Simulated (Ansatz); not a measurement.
Geometry optimisation, Ansatz 0.2.0, UKS PBE-D4/def2-SVP.

input.yaml

```yaml
crystal:
  periodic: [false, false, false]
  atoms:
    - { symbol: "N", position_ang: [-0.45454, 0.85908, -0.22262] }
    - { symbol: C, position_ang: [0.53675, 0.03494, 0.31957] }
    - { symbol: C, position_ang: [0.68374, -1.25395, 0.08999] }
    - { symbol: F, position_ang: [0.09433, -1.98787, -0.85972] }
    - { symbol: H, position_ang: [-1.10588, 0.37679, -0.82721] }
    - { symbol: H, position_ang: [-0.91808, 1.46537, 0.43952] }
    - { symbol: H, position_ang: [1.16368, 0.50564, 1.06047] }
magnetization:
  spin_polarized: true
  initial_magnetization: 1
basis:
  gaussian: { orbitals: def2-SVP }
hamiltonian:
  xc: pbe
  dispersion: d4
relax:
  f_tol: 0.015
  max_steps: 40
```

Run as:

```bash
$ ansatz run input.yaml --threads 1 --pin off --max-ram 2048MiB --backend cpu --events-out ev --progress --plain --runs-dir out
```

Where does it end, and by what steps?

It converged. After 7 steps the energy has fallen by 0.057 eV; H7 moved furthest, 0.04 Å.

| step | energy less start (eV) | largest force component (eV/Å) | accepted |
| --- | --- | --- | --- |
| 0 | 0.0000 | 1.965 | yes |
| 1 | -0.0489 | 0.401 | yes |
| 2 | -0.0547 | 0.095 | yes |
| 3 | -0.0539 | 0.167 | no |
| 4 | -0.0564 | 0.029 | yes |
| 5 | -0.0565 | 0.017 | yes |
| 6 | -0.0566 | 0.016 | yes |
| 7 | -0.0566 | 0.005 | yes |

```xyz
7
Properties=species:S:1:pos:R:3
N -0.445 0.870 -0.234
C 0.531 0.041 0.337
C 0.693 -1.276 0.091
F 0.073 -1.972 -0.861
H -1.103 0.372 -0.841
H -0.954 1.453 0.439
H 1.205 0.512 1.069
```

Time of the run: 24 s on 1 thread of Arm Neoverse V2, on a shared host, peak memory 0.14 GiB.
